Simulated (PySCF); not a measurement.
# AlN: a composite coupled-cluster curve

Aim: bond length, wavenumber and bond energy of AlN near the limit of CCSD(T), built from two basis sets and any small corrections listed.

Method: CCSD(T) on ROHF, no relativity in the base curves; scalar relativity is added as a correction; program: PySCF 2.14.0.

## 1. Set-up

| Property | Result |
| --- | --- |
| molecule | AlN |
| state | triplet, unpaired electrons σ ↑, π ↑ |
| smaller basis | Al cc-pV(T+d)Z, N cc-pVTZ |
| larger basis | Al cc-pV(Q+d)Z, N cc-pVQZ |
| frozen core orbitals | 6 |
| extrapolation | correlation as n⁻³ (n = 3, 4), Hartree–Fock as (n+1)·exp(−9√n) |
| corrections | core–valence correlation, scalar relativity |
| distances (Å) | 1.5825, 1.6544, 1.7263, 1.7982, 1.8702, 1.9601, 2.0500 |
| masses (u) | 26.9815, 14.0031 |
| dissociation limit | Al + N |

Command:

```
$ OMP_NUM_THREADS=4 python comp.py task.json out
```

## 2. The runs

What does the calculation give? Wanted: for each run, Re; ωe; ωexe; αe; De.

The runs gave:

```csv
level,Re (Å),ωe (cm⁻¹),ωexe (cm⁻¹),αe (cm⁻¹),De (eV)
CCSD(T)/cc-pVTZ(-PP),1.8036,742.9,5.25,0.00562,2.248
CCSD(T)/cc-pVQZ(-PP),1.7991,750.1,5.38,0.00565,2.420
HF/CBS,1.8165,723.3,4.75,0.00533,0.571
MP2/CBS,1.8163,727.3,4.61,0.00524,2.256
CCSD/CBS,1.7963,753.7,5.16,0.00556,2.307
CCSD(T)/CBS,1.7965,754.5,5.37,0.00564,2.521
CCSD(T)/CBS+CV,1.7904,756.5,5.40,0.00571,2.536
CCSD(T)/CBS+CV+SR,1.7902,755.2,5.40,0.00572,2.529
```

**Reading.** The last step gives Re = 1.7902 Å, ωe = 755.2 cm⁻¹ and De = 2.529 eV; the smaller basis alone is off from it by +13.4 mÅ and -0.28 eV. Near the minimum the mean field binds by 0.57 eV and correlation adds 1.95 eV of binding. T1 is 0.075, large enough to doubt a single reference. Spin–orbit coupling and excitations beyond (T) are left out.
